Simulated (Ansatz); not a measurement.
**Structure relaxation of KMoC**

Method: Ansatz, DFT PBE, scalar-relativistic, plane waves, PAW. Cutoff 420 eV, Γ-centred k mesh, Gaussian smearing, no spin polarisation in the final step.

KMoC was placed on the matlockite structure type (P4/nmm, No. 129), with K in place of Pb, Mo in place of Cl, C in place of F, at a guessed volume.

```yaml
crystal:
  lattice:
    - [3.94766, 0.00000, 0.00000]
    - [0.00000, 3.94766, 0.00000]
    - [0.00000, 0.00000, 6.94739]
  atoms:
    - { symbol: K, position: [0.50000, 0.00000, 0.20550] }
    - { symbol: K, position: [0.00000, 0.50000, 0.79450] }
    - { symbol: Mo, position: [0.50000, 0.00000, 0.64850] }
    - { symbol: Mo, position: [0.00000, 0.50000, 0.35150] }
    - { symbol: C, position: [0.00000, 0.00000, 0.00000] }
    - { symbol: C, position: [0.50000, 0.50000, 0.00000] }
```

Cell and atoms relax at zero pressure; the relaxation can't lower the symmetry of the start. After a coarse first stage the cell is made exact in the group found at 0.06 Å.

Formation energies are uncorrected and refer to the elements' standard structures at the same level.

Task: Describe the relaxed structure.

Result: It keeps P4/nmm (No. 129), but not the shape of the type it started on. Conventional cell: a = 4.115 Å, c = 10.334 Å. K is coordinated by 1 Mo at 3.27 Å, 4 C at 3.67 Å, 4 Mo at 4.05 Å and 4 K at 4.11 Å; Mo has 4 C at 2.07 Å; C has 4 Mo at 2.07 Å.

```xyz
6
Lattice="4.1149 0.0000 0.0000 0.0000 4.1149 0.0000 0.0000 0.0000 10.3341" Properties=species:S:1:pos:R:3 pbc="T T T"
K     2.0575    0.0000    3.0408
K     0.0000    2.0575    7.2933
Mo    2.0575    0.0000   10.1096
Mo    0.0000    2.0575    0.2246
C     0.0000    0.0000    0.0000
C     2.0575    2.0575    0.0000
```

Task: What are its volume, energy, density and gap?

Result: The volume per atom is 29.16 Å³. The density is 2.79 g/cm³ and the energy over the elements is 0.48 eV/atom. The gap on the 10×10×4 mesh is 0 eV (a metal).

The final run used a 10×10×4 mesh on its 6-atom cell and 0.10 eV smearing. The k mesh leaves about 4 meV/atom of noise in metals. A structure relaxed within its symmetry needn't be a true minimum. The steps took roughly 4 core-minutes in all.